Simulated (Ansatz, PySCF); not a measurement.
This Ansatz (a first-principles code) input computes a PBE/def2-TZVPD energy:

Ansatz 0.2 input:
```yaml
crystal:
  periodic: [false, false, false]
  atoms:
    - {symbol: O, position_ang: [-0.00000000, -0.00000000, -1.68048500]}
    - {symbol: C, position_ang: [-0.00000000, -0.00000000, -0.52503293]}
    - {symbol: S, position_ang: [0.00000000, 0.00000000, 1.03712985]}
basis:
  gaussian:
    orbitals: def2-TZVPD
hamiltonian:
  xc: {name: PBE}
output: {forces: true}
```

Write an input for the same energy in PySCF and say what it gives.


```python
from pyscf import gto, scf, dft

mol = gto.M(
    atom='''
    O    -0.00000000   -0.00000000   -1.68048500
    C    -0.00000000   -0.00000000   -0.52503293
    S     0.00000000    0.00000000    1.03712985
    ''',
    basis='def2-tzvpd',
    charge=0,
    spin=0,
    verbose=4,
)

mf = dft.RKS(mol, xc='pbe').density_fit(auxbasis='def2-universal-jkfit')
mf.grids.level = 3
mf.conv_tol = 1e-9
mf.max_cycle = 100
mf.max_memory = 1500
mf.kernel()
if not mf.converged:
    mf = mf.newton()
    mf.kernel(mf.make_rdm1())
mf.analyze()
```
It gives -511.31844 Eh, and Ansatz -511.31841 Eh, a difference of 0.03 mEh, from the treatment of integrals and grids.
